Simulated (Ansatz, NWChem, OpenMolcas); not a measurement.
Strength of the N–H bond: CH3N → CH2N + H

Species: CH3N (methanimine) `C=N`, singlet; CH2N `C=[N]`, doublet; H atom, doublet. 

Shapes, held fixed at every level: PBE0-D4/def2-TZVP. Programs: Ansatz 0.2.0, NWChem 7.3.0, OpenMolcas 26.06. A level may come from different programs for different species; with the same settings they agree closely. The zero-point and thermal change to 298 K, harmonic and unscaled (5/2 RT less the spin-orbit lowering for atoms, PBE0-D4/def2-TZVP), is -32.6 kJ/mol.

**What was measured.** Tabulated heats of formation (Active Thermochemical Tables, tabulated atomic heats): CH3N +88.7 (ATcT); CH2N +238.6 (ATcT); H +218.0 (atomic table) kJ/mol, which give ΔH(298 K) = +367.9 kJ/mol.

| level | kind | ΔH (kJ/mol) | computed − measured |
| --- | --- | --- | --- |
| HF/def2-SVP | Hartree–Fock | +235.6 | -132.2 |
| HF/def2-TZVPP | Hartree–Fock | +236.4 | -131.5 |
| PBE-D4/def2-TZVPP | GGA | +354.6 | -13.3 |
| r2SCAN-D4/def2-TZVPP | meta-GGA | +345.9 | -22.0 |
| B3LYP/6-31G* (Cartesian functions) | global hybrid | +346.9 | -21.0 |
| B3LYP-D4/def2-TZVPP | global hybrid | +357.5 | -10.4 |
| wB97X-V/def2-TZVPP | range-separated hybrid | +360.0 | -7.9 |
| B2PLYP/def2-TZVPP | double hybrid | +360.2 | -7.7 |

Nearest: B2PLYP/def2-TZVPP (-7.7); farthest: HF/def2-SVP (-132.2). 2 of 8 levels lie within 10 kJ/mol. Electron pairs are made or broken, so correlation matters. Spin contamination: CH2N (⟨S²⟩ up to 0.93). Open shells run unrestricted unless RO is named.
